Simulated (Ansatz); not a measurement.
# FH3O2: the cost of one run

Program: Ansatz 0.2.0, Gaussian basis. Level of theory: SPW92/def2-SVPD. These are calculated values, not measurements.

116 further runs of the same task are left out: 116 set aside as unsound or not needed.

## 1. Starting geometry

The start, a pair relaxed at PBE0-D4: SMILES `F.OO`, 6 atoms, charge 0, spin multiplicity 1.

Atoms are counted from 1 here; the program's logs count them from 0.

Bond lengths: F1–H2 0.937 Å, O3–O4 1.423 Å, O3–H5 0.966 Å, O4–H6 0.966 Å. Angles: O4–O3–H5 101.9°, O3–O4–H6 100.9°.

Coordinates:

```mol
FH3O2
  3D, bonds by distance, orders not assigned

  6  4  0  0  0  0  0  0  0  0999 V2000
   -0.3497   -0.0695   -2.2550 F   0  0
   -0.2712    0.0455   -1.3288 H   0  0
   -0.3067    0.2905    0.3782 O   0  0
    0.7690   -0.4323    0.9658 O   0  0
   -1.0735   -0.1102    0.8082 H   0  0
    1.2322    0.2760    1.4316 H   0  0
  1  2  8  0
  3  4  8  0
  3  5  8  0
  4  6  8  0
M  END
```

## 2. The run

Input file md/in.yaml:

```yaml
crystal:
  periodic: [false, false, false]
  atoms:
    - {symbol: F, position_ang: [-0.349688, -0.069499, -2.254954]}
    - {symbol: H, position_ang: [-0.271235, 0.045513, -1.328815]}
    - {symbol: O, position_ang: [-0.306735, 0.290485, 0.378169]}
    - {symbol: O, position_ang: [0.768967, -0.432311, 0.965798]}
    - {symbol: H, position_ang: [-1.073533, -0.110186, 0.808159]}
    - {symbol: H, position_ang: [1.232222, 0.275997, 1.431644]}
basis:
  gaussian: {orbitals: def2-SVPD}
hamiltonian: {xc: lda}
md: {n_steps: 60, timestep: 0.5, temperature: 300, ensemble: nvt_langevin, seed: 408, friction: 0.01, initial_velocities: maxwell_boltzmann}
```

Started as:

```bash
$ ansatz run in.yaml --threads 2 --pin off --events-out ev --progress --plain --max-ram 5222MiB
```

**Question.** How long does this run take on 2 threads of Arm Neoverse V1, shared host?

About 33 s.
